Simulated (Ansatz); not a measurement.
A made-up structure of CHOS (charge +1), closed shell:

```xyz
4
angstrom
O 1.5146 2.1779 -0.6200
C -0.5225 0.1430 0.3263
S 0.7710 0.6392 -0.5581
H 1.1744 -0.6541 -0.7034
```

It is relaxed with PBE-D4/def2-SVP and then PBE0-D4/def2-TZVP (Ansatz 0.2.0). Atoms count as bonded within 1.22 times the sum of their covalent radii (H–H: 0.88 Å). The end point is not checked to be a true minimum.

Q: Does its bonding change? (A judgement: the text doesn't fix the answer.)

A: Computed: Yes. Formed: C2–H4; broken: S3–H4.

Where it ends: The first stage lowers the energy by 4.07 eV in 17 steps. It ends as CHOS ([CH][S][O]), total charge +1:
```xyz
4
angstrom
O 1.3367 2.4742 -0.5746
C 0.2676 -0.0684 -0.1860
S 1.2011 1.0502 -0.6038
H 0.1321 -1.1500 -0.1907
```

Labels in which every atom is bracketed show which atoms are joined, not bond orders.

For scale, one of the runs: PBE0-D4/def2-TZVP relaxation, 105 basis functions, launched by `ansatz run in.yaml --threads 2 --pin off --events-out ev --progress --plain --max-ram 4352MiB`. The run took about 9 s on 2 CPU threads of an Arm Neoverse V2 (shared host).
